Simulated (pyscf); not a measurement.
**Routes from H₂N–Si•(NH₂)–NH₂ (SMILES N[Si](N)N) + H₂ (SMILES [H][H])**

Candidate steps break at most two bonds and form at most two. Each was searched with GFN2-xTB (tblite) first. Single points on ωB97X-D3(BJ)/def2-SVP structures (PySCF, gas phase). Energies: ωB97M-D3(BJ)/def2-TZVP, kcal/mol, from the separated reactants, doublet surface.

| products | type | ΔE‡ | ΔE | ΔG‡ 298 K | ΔG‡ 900 K | ν‡ (cm⁻¹) |
|---|---|---|---|---|---|---|
| H₂N–SiH(NH₂)–NH₂ + H• | hydrogen abstraction | 11.6 | +6.8 | 16.9 | 32.7 | 918i |
| NH₃ + H₂N–SiH•–NH₂ | four-centre exchange | 43.5 | +9.5 | 53.9 | 74.2 | 1455i |

Plain bond fissions and candidates not yet searched are not listed, and one of them may be faster. Each barrier is that of the saddle found; lower ones may exist.
